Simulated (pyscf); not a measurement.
ethane (H₃C–CH₃) + H atom (H•) -> ethyl (•H₂C–CH₃) + hydrogen (H₂) (hydrogen abstraction; doublet surface; C–H broken, H–H formed). Optimised with ωB97X-D3(BJ)/def2-SVP in PySCF. Energies in kcal/mol from the separated reactants.

| level | barrier | reaction energy |
|---|---|---|
| ωB97X-D3(BJ)/def2-TZVP | 11.1 | +0.5 |
| B3LYP-D3(BJ)/def2-TZVP | … | … |
| PBE0-D3(BJ)/def2-TZVP | … | +0.7 |
| M06-2X/def2-TZVP | 12.8 | -0.1 |
| ωB97M-D3(BJ)/def2-TZVP | 11.1 | +0.2 |
| HF/def2-TZVP | 21.4 | -0.6 |

Task: Fill in the missing entries.

Result: 
- B3LYP-D3(BJ)/def2-TZVP, barrier: 5.8
- B3LYP-D3(BJ)/def2-TZVP, reaction energy: -3.3
- PBE0-D3(BJ)/def2-TZVP, barrier: 8.5

The functionals in the table span 6.9 kcal/mol in this barrier, from B3LYP-D3(BJ) to M06-2X. This is the saddle that the search found; another between the same sides may lie lower. The angle at the transferred H is 176°.
